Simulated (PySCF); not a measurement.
Family: cyclo[n]carbon rings. All species are isolated molecules in the gas phase. Each species was relaxed from one start; no search for lower structures was made at this level. Strings in code marks are SMILES.

The vertical ionisation energy (Delta-SCF) from two functionals at the same geometries (CAM-B3LYP-D3(BJ)/def2-SVP), both in PySCF: PBE-D3(BJ)/def2-SVP and CAM-B3LYP-D3(BJ)/def2-SVP. Delta-SCF ions had no search for a lower state. 

| species | PBE-D3(BJ)/def2-SVP (eV) | CAM-B3LYP-D3(BJ)/def2-SVP (eV) |
|---|---|---|
| cyclo[12]carbon `C1#CC#CC#CC#CC#CC#C1` | 8.04 | 8.42 |
| cyclo[16]carbon `C1#CC#CC#CC#CC#CC#CC#CC#C1` | 7.60 | 8.08 |
| cyclo[24]carbon `C1#CC#CC#CC#CC#CC#CC#CC#CC#CC#CC#CC#C1` | 7.21 | 7.89 |
| cyclo[28]carbon `C1#CC#CC#CC#CC#CC#CC#CC#CC#CC#CC#CC#CC#CC#C1` | 7.08 | 7.84 |

Over these rows, drawn at random from the members with no instability flagged (it was tested for open shells, ions and some series alone), PBE minus CAM-B3LYP-D3(BJ): mean -0.57 eV, from -0.75 eV to -0.38 eV.
